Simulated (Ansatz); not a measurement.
Relaxation of FH3Si (5 atoms, charge 0, multiplicity 1), to a largest force component of 0.03 eV/Å in at most 50 steps.

The calculation used RKS revPBE-D4/def2-SVP (Ansatz).

```xyz
5
Properties=species:S:1:pos:R:3:forces:R:3
Si -0.063 0.000 -0.809 0.18 0.00 0.31
F 1.381 0.000 1.563 -0.49 0.00 0.00
H 2.004 0.000 0.867 0.31 0.00 -0.31
H -1.039 1.112 -0.371 0.00 0.00 0.00
H -1.039 -1.112 -0.371 0.00 0.00 0.00
```

Problem. Where does it end, and by what steps?

Solution. The forces met the threshold. After 5 steps the energy has fallen by 0.155 eV; F2 moved furthest, 0.41 Å.

```json
{"step": "0", "energy less start (eV)": "0.0000", "largest force component (eV/Å)": "0.493", "accepted": "yes"}
{"step": "1", "energy less start (eV)": "-0.0867", "largest force component (eV/Å)": "0.743", "accepted": "yes"}
{"step": "2", "energy less start (eV)": "-0.1450", "largest force component (eV/Å)": "0.235", "accepted": "yes"}
{"step": "3", "energy less start (eV)": "-0.1534", "largest force component (eV/Å)": "0.081", "accepted": "yes"}
{"step": "4", "energy less start (eV)": "-0.1542", "largest force component (eV/Å)": "0.039", "accepted": "yes"}
{"step": "5", "energy less start (eV)": "-0.1547", "largest force component (eV/Å)": "0.025", "accepted": "yes"}
```

```xyz
5
Properties=species:S:1:pos:R:3
Si 0.054 0.000 -0.714
F 1.084 0.000 1.284
H 1.910 0.000 0.820
H -0.903 1.117 -0.255
H -0.903 -1.117 -0.255
```

Time of the run: 5.9 s on 1 thread of Arm Neoverse V1, with other jobs on the host, peak memory 0.1 GiB.
